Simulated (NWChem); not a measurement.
# Polarisability of Na$_{2}$

```xyz
2

Na     0.0000     0.0000     1.5547
Na     0.0000     0.0000    -1.5547
```
Charge 0, spin multiplicity 1.

Program: NWChem. Structure: optimised with PBE/def2-SVP, a minimum by its harmonic frequencies.

Basis set: 6-31G*. Static limit. This basis has no diffuse functions, which lowers polarisabilities.

The correlated methods keep 2 core orbitals frozen. B3LYP has NWChem's definition, with VWN1-RPA local correlation. The Pople sets run with spherical d functions. The structure started from a generated list of species. Coupled-cluster values serve here as a point of comparison, not as the truth.

```csv
method,isotropic polarisability (bohr³)
HF,___
LDA (SVWN5),___
PBE,___
B3LYP,___
CCSD linear response,275.45
```

**Question.** Fill in the missing entries.

**Answer.** 
- HF, isotropic polarisability (bohr³): 266.74
- LDA (SVWN5), isotropic polarisability (bohr³): 234.61
- PBE, isotropic polarisability (bohr³): 242.81
- B3LYP, isotropic polarisability (bohr³): 233.07
